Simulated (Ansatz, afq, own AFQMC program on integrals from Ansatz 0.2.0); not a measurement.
## Ge⁺, quartet in cc-pVQZ, levels against full CI

A free Ge cation.

Basis cc-pVQZ. Only valence electrons are correlated. Ansatz 0.2.0 and our own AFQMC program on the same integrals; the CISD trial comes from CCSD amplitudes, and released means the phaseless constraint is let go. Error bars are statistical, one sigma. No spin–orbit coupling.

Determinant: UHF, the one that the program's search chose, which needn't be the lowest solution.

Full CI on the same integrals is exact in this basis and with this determinant's frozen core.

Cautions: no relativity below Rb; no spin-orbit coupling; inner d shell frozen; another spin lies lower (by 5.63 eV).

```
T1 diagnostic                               : 0.0025
weight of the determinant in the CISD state : 0.990
⟨S²⟩ of the determinant                     : 3.752
size of the correlated space                : 3 electrons in 54 orbitals
```

```
  level  correlation energy (eV)
    MP2                  -0.2416
   CCSD                  -0.3435
CCSD(T)                  -0.3457
```

Task: Estimate where phaseless AFQMC with a CISD trial lies against CCSD(T) on the same integrals.

Result: 0.8 ± 0.09 meV below CCSD(T).

Reference: full CI, correlation energy -0.347 eV. The released energy is read at 2.40 1/Eh (meV from the phaseless value at times in 1/Eh: 0.7 ± 1.2 at 0.24, -0.27 ± 0.10 at 0.51, -3 ± 3 at 0.99, 0.03 ± 0.23 at 1.62, 0.4 ± 0.6 at 2.40).

```json
{"level": "CCSD(T)", "E − E(reference) (meV)": "0.8", "share of correlation (%)": "99.76"}
{"level": "ph-AFQMC/HF", "E − E(reference) (meV)": "-5.9 ± 4.1", "share of correlation (%)": "101.72"}
{"level": "ph-AFQMC/CISD", "E − E(reference) (meV)": "0.1 ± 0.09", "share of correlation (%)": "99.98"}
{"level": "released AFQMC", "E − E(reference) (meV)": "0.4 ± 0.6", "share of correlation (%)": "99.88"}
```

A walk keeps the symmetry of its determinant, which the program's search chose and which needn't be the lowest solution, so a lower state of the same spin and another symmetry isn't excluded. Released energies are given only where the last usable release times agree within the noise; a slower fall can still hide under it.
